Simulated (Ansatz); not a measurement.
Molecular dynamics, step by step

C₂H₃OS (SMILES [CH+]=COS) (charge +1), closed shell, HF/def2-SVPD (Ansatz 0.2.0). Settings (timestep in fs, temperature in K; T counts 15 degrees of freedom):

```yaml
hamiltonian: {xc: hf}
md: {n_steps: 40, timestep: 0.25, temperature: 100, ensemble: nve, seed: 598, initial_velocities: maxwell_boltzmann}
```

Start (the SMILES describes the start alone):

```json
{"atom": "C1", "x (Å)": "-0.8748", "y (Å)": "1.3653", "z (Å)": "-0.5254"}
{"atom": "C2", "x (Å)": "-0.3346", "y (Å)": "0.4531", "z (Å)": "0.1727"}
{"atom": "O3", "x (Å)": "0.8743", "y (Å)": "-0.1932", "z (Å)": "0.0137"}
{"atom": "S4", "x (Å)": "1.4137", "y (Å)": "-1.5504", "z (Å)": "0.7024"}
{"atom": "H5", "x (Å)": "-1.2797", "y (Å)": "2.1526", "z (Å)": "-1.1142"}
{"atom": "H6", "x (Å)": "-0.9092", "y (Å)": "0.1810", "z (Å)": "1.0686"}
{"atom": "H7", "x (Å)": "1.1101", "y (Å)": "-2.4084", "z (Å)": "-0.3179"}
```

| step | time (fs) | potential energy less the start (meV) | kinetic energy (meV) | T (K) |
| --- | --- | --- | --- | --- |
| 0 | 0.00 | 0.0 | 64.6 | 100 |
| 2 | 0.50 | -16.3 | 81.0 | 125 |
| 4 | 1.00 | -47.1 | 111.7 | 173 |
| 6 | 1.50 | -90.1 | 154.6 | 239 |
| 8 | 2.00 | -141.8 | 206.3 | 319 |
| 10 | 2.50 | -198.5 | 262.9 | 407 |
| 12 | 3.00 | -256.0 | 320.3 | 496 |
| 14 | 3.50 | -310.6 | 374.8 | 580 |
| 16 | 4.00 | -359.0 | 423.3 | 655 |
| 18 | 4.50 | -399.0 | 463.2 | 717 |
| 20 | 5.00 | -428.7 | 492.9 | 763 |
| 22 | 5.50 | -447.0 | 511.2 | 791 |
| 24 | 6.00 | -453.0 | 517.2 | 800 |
| 26 | 6.50 | -446.7 | 510.9 | 790 |
| 28 | 7.00 | -428.5 | 492.8 | 762 |
| 30 | 7.50 | -400.1 | 464.3 | 718 |
| 32 | 8.00 | -364.0 | 428.3 | 663 |
| 34 | 8.50 | -324.0 | 388.4 | 601 |
| 36 | 9.00 | -284.4 | 348.9 | 540 |
| 38 | 9.50 | -249.6 | 314.1 | 486 |
| 40 | 10.00 | -223.0 | 287.5 | 445 |

Step 14, positions (Å) and forces (eV/Å):

```tsv
atom	x	y	z	Fx	Fy	Fz
C1	-0.865	1.364	-0.526	0.482	0.383	-0.813
C2	-0.318	0.434	0.186	1.968	-2.261	0.680
O3	0.861	-0.168	-0.001	-2.055	3.078	-1.364
S4	1.413	-1.554	0.705	0.240	-1.027	1.298
H5	-1.302	2.146	-1.138	-0.171	-0.123	0.381
H6	-0.928	0.120	1.037	-0.314	0.132	0.132
H7	1.064	-2.372	-0.277	-0.149	-0.181	-0.314
```

Step 16, positions (Å) and forces (eV/Å):

```
atom       x       y       z      Fx      Fy      Fz
  C1  -0.863   1.364  -0.526   0.538   0.234  -0.654
  C2  -0.313   0.428   0.189   1.416  -1.759   0.452
  O3   0.858  -0.162  -0.004  -1.690   2.642  -1.217
  S4   1.413  -1.555   0.706   0.252  -0.713   1.336
  H5  -1.308   2.146  -1.139  -0.094  -0.225   0.453
  H6  -0.934   0.112   1.033  -0.223   0.124   0.092
  H7   1.057  -2.366  -0.271  -0.200  -0.303  -0.462
```

Step 36, positions (Å) and forces (eV/Å):

| atom | x | y | z | Fx | Fy | Fz |
| --- | --- | --- | --- | --- | --- | --- |
| C1 | -0.838 | 1.361 | -0.535 | 0.770 | -1.544 | 1.465 |
| C2 | -0.275 | 0.376 | 0.215 | -4.926 | 3.336 | -1.219 |
| O3 | 0.822 | -0.093 | -0.041 | 3.872 | -2.362 | -0.129 |
| S4 | 1.414 | -1.566 | 0.718 | -0.387 | 0.393 | -0.455 |
| H5 | -1.368 | 2.112 | -1.095 | 0.011 | 0.098 | 0.012 |
| H6 | -0.985 | 0.050 | 0.997 | 0.505 | -0.101 | 0.060 |
| H7 | 0.957 | -2.353 | -0.279 | 0.155 | 0.179 | 0.265 |

Last step (40):

C1  (-0.830, 1.358, -0.534)
C2  (-0.276, 0.371, 0.218)
O3  (0.819, -0.082, -0.049)
S4  (1.414, -1.568, 0.720)
H5  (-1.379, 2.102, -1.079)
H6  (-0.984, 0.037, 0.989)
H7  (0.936, -2.354, -0.285)
(Å)

The run took about 49 s on 2 CPU threads of an Arm Neoverse V2 (shared host).
